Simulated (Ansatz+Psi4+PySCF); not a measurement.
**doublet N₄(+) in separate pieces: levels of theory in one basis**

```xyz
4

N     0.5650    0.0000   -3.0000
N    -0.5650    0.0000   -3.0000
N    -0.5650    0.0000    3.0000
N     0.6150    0.0000    3.0000
```

Basis set: cc-pVTZ (spherical functions). Frozen core: 4 orbitals. Correlation on ROHF uses semicanonical orbitals with singles. Charge 1, multiplicity 2.

Computed with Ansatz (development build ahead of 0.2.0); each method stands on the lowest determinant of its kind that the runs found.

```
  method  E − E(ROHF) (eV)  <S²> of the determinant
    ROHF              0.00                     0.75
     UHF             -0.09                     0.88
ROHF-MP2            -19.05                        –
 UHF-MP2            -18.76                     0.88
```

Is a single determinant a sound starting point here?

Only with care. Unrestricted orbitals gain 0.09 eV and <S²> is 0.88 against 0.75 for a pure state, a contamination that matters most for the unrestricted series.

Caution for UHF, UHF-MP2: the unrestricted determinant is spin contaminated. Caution for ROHF-MP2, UHF-MP2: MP2 on this radical cation hangs on the determinant chosen. Caution for UHF-MP2: another reference gives a lower total.
